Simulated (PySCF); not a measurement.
Consider methyleneamidogen, `C=[N]` (CH2N•, doublet). Atom numbers as in the mapped SMILES `[CH2:1]=[N:2]`.

These are calculated values, ωB97X-D3(BJ)/ma-def2-TZVP in PySCF (grid level 2) at geometries from PBE0-D3(BJ)/ma-def2-SVP. ωB97X-D3(BJ) is ωB97X-V with D3(BJ) in place of VV10. Zero-point and thermal terms (298.15 K, 1 bar) come from unscaled PBE0-D3(BJ)/ma-def2-SVP harmonic frequencies, with soft modes damped to free rotors in the entropy.

(1) What are the vertical and the adiabatic electron affinity for forming the singlet anion?

(2) What reduction potential follows in THF (IEF-PCM), given that Fc+/Fc comes at 4.74 V absolute with this functional and basis?

## Answers

(1) 0.35 eV vertical and 0.48 eV adiabatic, the latter with zero-point energy.

(2) In the gas phase −ΔG of reduction is 0.463 eV, and solvation is -15.4 kJ/mol for the parent and -259.5 kJ/mol for the product, so the absolute potential is 2.99 V, or -1.75 V against Fc+/Fc. Fc+/Fc in THF, 4.74 V, is ωB97X-D3(BJ)/ma-def2-TZVP on PBE0-D3(BJ)/def2-SVP structures with GFN2-xTB thermal terms. Benchmark calculations put it near 5.0 V in acetonitrile and DMSO, so it is about 0.3 V low, and the value against it can read up to that much too high. The solvent is electrostatics only, on gas-phase structures; the absolute scale refers to an electron at rest in vacuum.
